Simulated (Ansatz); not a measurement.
**Relative energies of C3H5F3 isomers**

2 of its isomers, all singlets with charge 0: A = 1,1,1-trifluoropropane `CCC(F)(F)F`; B = `CC(F)C(F)F`.

Shapes, held fixed at every level: PBE0-D4/def2-TZVP. Flexible molecules stand in one conformer, not always the lowest. Programs: Ansatz 0.2.0.

Electronic energies in kJ/mol, without zero-point or thermal terms.

| level | kind | B − A |
| --- | --- | --- |
| HF/def2-TZVPP | Hartree–Fock | +61.1 |
| SPW92/def2-TZVPP | LDA | +67.1 |
| r2SCAN-D4/def2-TZVPP | meta-GGA | +64.7 |
| PBE0-D4/def2-TZVPP | global hybrid | +62.6 |
| B2PLYP/def2-TZVPP | double hybrid | +58.4 |
| MP2/def2-SVP | perturbation theory | +76.7 |
| CCSD/def2-SVP | coupled cluster or CI | +71.0 |
| CCSD(T)/CBS estimate | coupled cluster or CI | +59.4 |

The highest level, CCSD(T)/CBS estimate, puts A lowest of these. All levels agree on that. The B − A difference spans +58.4 to +76.7 kJ/mol over the levels. The CBS estimate extrapolates MP2 from def2-TZVPP and def2-QZVPP and adds CCSD(T) − MP2 in the triple-zeta set, cores frozen.
